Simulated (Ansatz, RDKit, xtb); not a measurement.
**[C6H7]+: ranking a sample of isomers**

Which of a sample of isomers of [C6H7]+ (charge +1) is the most stable in the gas at 298.15 K, and what are its properties? The sample is small against all isomers, and the most stable one of this formula need not be in it.

Plan: many cheap relaxations first (GFN2-xTB), then density-functional screening, relaxation at PBE0-D3(BJ)/def2-SVP, vibrations (at GFN2-xTB) and a final energy. The numbers are computed, not measured.

1 further run of the same task is left out (set aside as unsound or not needed).

## 1. Drawing up candidates

Isomers were taken from a list of plausible structures; this is a sample, not all of them. That gives 12 candidates.

| label | SMILES | spin |
| --- | --- | --- |
| c039 | C#CC[CH+]C=C | singlet |
| c089 | C[C@@H]1C[c+]2cc21 | singlet |
| c167 | C#C[C+](C)C=C | singlet |
| c245 | C=CC1=C[CH+]C1 | singlet |
| c310 | C#C/C=C/[CH+]C | singlet |
| c340 | c1c2[c+]1CCC2 | singlet |
| c424 | C=CC[c+]1cc1 | singlet |
| c562 | C=Cc1c[c+]1C | singlet |
| c681 | CC1=C[CH+]C=C1 | singlet |
| c689 | C/C=C/[c+]1cc1 | singlet |
| c888 | C=C1C=C[CH+]C1 | singlet |
| c954 | C=C(C)c1c[cH+]1 | singlet |

Candidates are built by distance geometry, with a force field where one applies, in up to four conformers (letters a to d).

**Question.** With final energies at CCSD(T)/def2-SVP + MP2/def2-TZVPP - MP2/def2-SVP, which structure will this search put lowest in free energy, and by what margin?

| quantity | value |
| --- | --- |
| lowest structure found | C=C1C=C[CH+]C1, singlet |
| next finalist | C=Cc1c[c+]1C, singlet, 21.1 kcal/mol higher in G |
| share at equilibrium, among the finalists | 100.0 % |

The search ends on `C=C1C=C[CH+]C1`. Among the finalists first place is clear (21.1 kcal/mol); structures outside the list aren't covered. GFN2-xTB, HF/STO-3G, r2SCAN-D4/def2-SVP, PBE0-D3(BJ)/def2-SVP, HF/def2-SVP and MP2/def2-SVP already put its bonding pattern lowest among the structures in one piece. The search is not exhaustive (a finite list of starts, one conformer a finalist), so a lower isomer can't be ruled out. Only 12 drawn patterns were tried, so whole families of isomers are missing, and the result ranks this sample alone.
